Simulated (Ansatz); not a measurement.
Relaxed structures of CH2BO, doublet (PBE0-D4/def2-TZVP; forces vanish, vibrations not checked; lower isomers may exist, and structures with a doubtful reference or unclear bonds are left out; Å). Program: Ansatz 0.2.0. Basis: def2-TZVPP. Cores are frozen in the correlated methods; orbitals are unrestricted.

(1) Rank them by CCSD(T) energy, lowest first, and give each one's height above the lowest. Links in brackets join atoms within 1.22 times the sum of their covalent radii (1.1 for two metals). (An estimate is asked for; the value comes from the calculation.)
A.
CH₂BO ([B]1[CH2][O]1)
```
5
angstrom
B -1.0690 -0.3971 0.5754
C 0.0693 0.2731 -0.1891
O 0.0835 -1.0232 0.6023
H 0.2235 0.1094 -1.2503
H 0.6927 1.0378 0.2618
```
B.
CH₂BO ([CH][B][OH])
```
5
angstrom
B -0.0872 -0.5601 0.2880
C -0.1091 0.3013 -0.7544
O -0.0887 -1.3682 1.3373
H -0.1271 0.9819 -1.5762
H 0.3017 -2.2348 1.1922
```
C.
CH₂BO ([BH]1[CH][O]1)
```
5
angstrom
B -0.8714 -0.6973 0.6675
C 0.0220 0.3296 0.2631
O 0.4765 -1.0088 0.4268
H -1.8428 -1.2767 1.0006
H 0.6547 1.1421 -0.0408
```

No T1 diagnostic of these runs exceeds 0.019. ⟨S²⟩ of the unrestricted Hartree–Fock references: 0.76 to 0.78 (a pure state has 0.75).

Results:

(1) By the calculation: B (0.00 kcal/mol), C (4.09 kcal/mol), A (9.48 kcal/mol). Heights count from the lowest.

For scale, one of the runs: CCSD(T)/def2-TZVPP, 121 basis functions, launched by `ansatz run in.yaml --threads 2 --pin off --events-out ev --progress --plain --max-ram 4352MiB`. The run took 19 s on 2 CPU threads of an Arm Neoverse V2 (shared host), with 1.2 GiB of host memory at its peak.
